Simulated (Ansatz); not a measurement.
# AlFH2: the cost of one run

Method: def2-QZVPP, core rule «outside noble gas», up to 6 orbitals frozen; program: Ansatz 0.2.0, Gaussian basis.

Plan: UHF; ROHF; CCSD(T) on UHF.

2 further runs of the same task are left out: 2 set aside as unsound or not needed.

## (1) What is computed

The geometry is a PBE0/def2-TZVP stationary point (not a proven minimum).

4 atoms, charge 0, spin multiplicity 3.

Atoms are counted from 1 here; the program's logs count them from 0.

Bond lengths: Al1–F2 1.669 Å, Al1–H3 1.928 Å, Al1–H4 1.928 Å. Angles: F2–Al1–H3 80.3°, F2–Al1–H4 80.3°, H3–Al1–H4 160.7°.

## (2) UHF

File in.yaml:

```yaml
crystal:
  periodic: [false, false, false]
  atoms:
    - {symbol: Al, position_ang: [0.000000, 0.000000, 0.674065]}
    - {symbol: F, position_ang: [0.000000, 0.000000, -0.994493]}
    - {symbol: H, position_ang: [0.000000, -1.900804, 0.350451]}
    - {symbol: H, position_ang: [0.000000, 1.900804, 0.350450]}
basis:
  gaussian: {orbitals: "def2-QZVPP.json"}
magnetization: {spin_polarized: true, initial_magnetization: 2}
hamiltonian: {xc: hf}
output: {orbitals: {seedname: orbitals}}
```

The run is started by

```bash
> ansatz run in.yaml --threads 1 --pin off --events-out ev --progress --plain --max-ram 2393MiB
```

**Question.** How long does this run take on 1 thread of Arm Neoverse N1, shared host, and how much memory does it need?

About 27 s, with a peak of 0.36 GiB.
